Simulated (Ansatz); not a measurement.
# FHMgS: the cost of one run

The runs use Ansatz 0.2.0, Gaussian basis; the settings change from run to run.

### 1 The relaxed structure

The geometry comes from an earlier relaxation with PBE0-D4 in a triple-zeta def2 set; it is a stationary point.

4 atoms, charge 0, spin multiplicity 1.

Atoms are counted from 1 here; the program's logs count them from 0.

Bond lengths: F1–Mg2 1.749 Å, Mg2–S3 2.277 Å, S3–H4 1.345 Å. Angles: F1–Mg2–S3 179.2°, Mg2–S3–H4 92.6°.

### 2 BCCD(T)/def2-TZVPD

Set apart from the defaults: the search for lower states set to light.

File in.yaml:

```yaml
crystal:
  periodic: [false, false, false]
  atoms:
    - {symbol: F, position_ang: [-1.161019, 0.391036, 2.153592]}
    - {symbol: Mg, position_ang: [-0.512081, 0.205831, 0.539691]}
    - {symbol: S, position_ang: [0.306571, -0.020732, -1.572591]}
    - {symbol: H, position_ang: [1.422028, -0.636434, -1.140893]}
basis:
  gaussian: {orbitals: def2-TZVPD}
hamiltonian: {xc: {name: HF}}
correlation: {method: bccd_t}
scf: {lower_state_search: light}
```

Started as:

```
> ansatz run in.yaml --threads 4 --pin off --events-out ev --progress --plain --max-ram 10444MiB
```

Q: Estimate wall time and peak memory on 4 threads of Arm Neoverse V2, shared host.

About 3.2 s, with a peak of 0.75 GiB.
